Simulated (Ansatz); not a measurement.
Geometry optimisation, RKS PBE0/def2-SVP in Ansatz.

The input (input.yaml):

```yaml
crystal:
  periodic: [false, false, false]
  atoms:
    - { symbol: Al, position_ang: [-8.8e-05, 0.195685, -0.080791] }
    - { symbol: H, position_ang: [-0.009342, 0.202594, 1.494768] }
    - { symbol: H, position_ang: [1.409973, 0.341682, -0.794142] }
    - { symbol: C, position_ang: [-1.708793, 0.109137, -1.020832] }
    - { symbol: H, position_ang: [-2.220435, -0.835214, -0.764654] }
    - { symbol: H, position_ang: [-2.388824, 0.923922, -0.717537] }
    - { symbol: H, position_ang: [-1.599966, 0.145064, -2.115994] }
    - { symbol: Cl, position_ang: [0.139968, -2.859172, 1.459841] }
    - { symbol: H, position_ang: [0.090905, -1.604497, 1.921641] }
basis:
  gaussian: { orbitals: def2-SVP }
hamiltonian:
  xc: pbe0
relax:
  f_tol: 0.03
  max_steps: 50
```

Launched with:

```bash
$ ansatz run input.yaml --threads 1 --pin off --max-ram 2048MiB --backend cpu --events-out ev --progress --plain --runs-dir out
```

Task: Where does it end, and by what steps?

Result: The forces met the threshold. The force dipped under the threshold on the way, but the program's further checks kept it going. After 26 steps the energy has fallen by 1.504 eV; Cl8 moved furthest, 1.31 Å. Parted: Al1–H2 (1.58 → 2.31 Å), Cl8–H9 (1.34 → 2.84 Å). Joined: Al1–Cl8 (3.42 → 2.13 Å), H2–H9 (1.86 → 0.77 Å).

```tsv
step	energy less start (eV)	largest force component (eV/Å)	accepted
0	0.0000	1.054	yes
1	-0.0519	0.492	yes
2	-0.0945	0.199	yes
3	-0.1131	0.391	yes
4	-0.1316	0.138	yes
5	-0.1367	0.036	yes
6	-0.1374	0.088	yes
7	-0.1394	0.080	yes
8	-0.1413	0.079	yes
9	-0.1456	0.165	yes
10	-0.1526	0.352	yes
11	-0.1698	0.741	yes
12	-0.2176	1.611	yes
13	-0.8038	1.121	yes
14	-1.1936	1.486	yes
15	-1.3107	3.056	yes
16	-1.4273	1.080	yes
17	-1.4604	0.518	yes
18	-1.4715	0.511	yes
19	-1.4135	0.739	no
20	-1.4983	0.065	yes
21	-1.5018	0.036	yes
22	-1.5024	0.009	yes
23	-1.5029	0.027	yes
24	-1.5033	0.070	yes
25	-1.5036	0.046	yes
26	-1.5038	0.018	yes
```

```xyz
9
Properties=species:S:1:pos:R:3
Al 0.112 -0.624 -0.285
H -0.308 0.211 1.823
H 1.400 0.296 -0.343
C -1.660 -0.095 -0.887
H -2.458 -0.681 -0.404
H -1.857 0.975 -0.708
H -1.755 -0.259 -1.975
Cl 0.448 -2.668 0.200
H -0.209 -0.537 1.961
```

Whether the end is a true minimum wasn't checked by a vibrational analysis.

The run took 80 s on 1 thread of Arm Neoverse V1, on a shared host, peak memory 0.15 GiB.
